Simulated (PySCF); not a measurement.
Spectrum to structure. Level of theory: TDDFT CAM-B3LYP/def2-SVPD, vertical, gas phase, core orbitals frozen in the response in PySCF 2.14.0, density-fitted response routines. Geometries: GFN2-xTB, one conformer each.

| state | λ (nm) | f |
| --- | --- | --- |
| S1 | 263.8 | 0.097 |
| S2 | 215.2 | 0.385 |
| S3 | 207.9 | 0.116 |
| S4 | 206.2 | 0.095 |
| S5 | 201.2 | 0.082 |
| S6 | 185.4 | 0.023 |
| S7 | 180.3 | 0.084 |
| S8 | 175.0 | 0.016 |

Orbital energies (eV): HOMO-3 -11.38, HOMO-2 -9.33, HOMO-1 -8.89, HOMO -8.02, LUMO -0.48, LUMO+1 1.10, LUMO+2 1.30.

Problem. Which candidate is it?
A. `COc1ccccc1`
B. `C1[S@](=O)CCCC=1`
C. `C=C/C=C\[S@@](C)=O`
D. `ClC1CC(=O)C=1`

Solution. C. Its S1 lies at 4.70 eV; the nearest of the others has S1 at 5.13 eV. S1 is HOMO→LUMO (89%). Löwdin shares by element: HOMO oxygen 36%, sulfur 24%, carbon 18% or more (atoms not listed hold the other 23%); LUMO carbon 77% or more (atoms not listed hold the other 23%). At the same level the other candidates give, for their lowest levels:
- `O=[S@]1C=CCCC1`: 242 nm (f 0.028); 212 nm (f 0.015); 204 nm (f 0.022); 192 nm (f 0.009); 183 nm (f 0.010); T1 4.19 eV; HOMO -7.96, LUMO 0.49 eV
- `O=C1C=C(Cl)C1`: 304 nm (f 0.000); 214 nm (f 0.289); 192 nm (f 0.000); 184 nm (f 0.000); 171 nm (f 0.011); T1 3.65 eV; HOMO -9.04, LUMO -0.65 eV
- `COc1ccccc1`: 236 nm (f 0.031); 207 nm (f 0.081); 191 nm (f 0.005); 179 nm (f 0.021); 177 nm (f 0.684); T1 4.08 eV; HOMO -7.68, LUMO 0.87 eV

Shape of the structure used: `[CH2:1]=[CH:2]/[CH:3]=[CH:4]\[S@@:5]([CH3:6])=[O:7]`: C1–C2–C3–C4 -176°, C3–C4–S5–C6 89°.
Triplets come from the Tamm–Dancoff approximation.
